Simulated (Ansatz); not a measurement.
```yaml
crystal:
  periodic: [false, false, false]
  atoms:
    - {symbol: Ga, position_ang: [-1.161880, 0.156474, -0.001232]}
    - {symbol: As, position_ang: [1.109289, -0.129064, 0.001162]}
    - {symbol: H, position_ang: [-2.850753, 0.385062, -0.003024]}
    - {symbol: H, position_ang: [0.767329, -1.615432, 0.001869]}
basis:
  gaussian: {orbitals: def2-TZVP}
hamiltonian: {xc: pbe0}
relax: {f_tol: 0.004, max_steps: 80}
```

```sh
$ ansatz run in.yaml --threads 1 --pin off --events-out ev --progress --plain --max-ram 2176MiB
```

Steps of the relaxation (energy above the last step; positions in Å, forces in eV/Å):

```
4
step 1, 161.5 meV
Ga   -1.162    0.156   -0.001   -0.675    0.009   -0.001
As    1.109   -0.129    0.001   -0.696    0.346   -0.001
H    -2.851    0.385   -0.003    1.504   -0.188    0.002
H     0.767   -1.615    0.002   -0.134   -0.167    0.000
```

```
4
step 2, 7.0 meV
Ga   -1.163    0.125   -0.001    0.448    0.056    0.000
As    1.057   -0.091    0.001   -0.143    0.071    0.000
H    -2.688    0.337   -0.003   -0.289   -0.021    0.000
H     0.657   -1.574    0.002   -0.017   -0.106    0.000
```

```
4
step 3, 1.9 meV
Ga   -1.150    0.149   -0.001   -0.036   -0.012    0.000
As    1.055   -0.094    0.001    0.087    0.006    0.000
H    -2.698    0.325   -0.003   -0.011   -0.007    0.000
H     0.658   -1.583    0.002   -0.041    0.013    0.000
```

```
4
step 8, 0.0 meV
Ga   -1.129    0.161   -0.001    0.001    0.000    0.000
As    1.077   -0.091    0.001   -0.001   -0.001    0.000
H    -2.682    0.288   -0.003    0.000    0.000    0.000
H     0.598   -1.561    0.002    0.000    0.002    0.000
```

Close pairs at the end: As2–H4 1.545 Å, Ga1–H3 1.558 Å, Ga1–As2 2.220 Å.

A stationary point of restricted PBE0 after 8 steps (its stability towards spin polarisation wasn't tested); no frequencies were run, so it isn't proven a minimum. 29 s on 1 thread of Arm Neoverse V2, shared host.
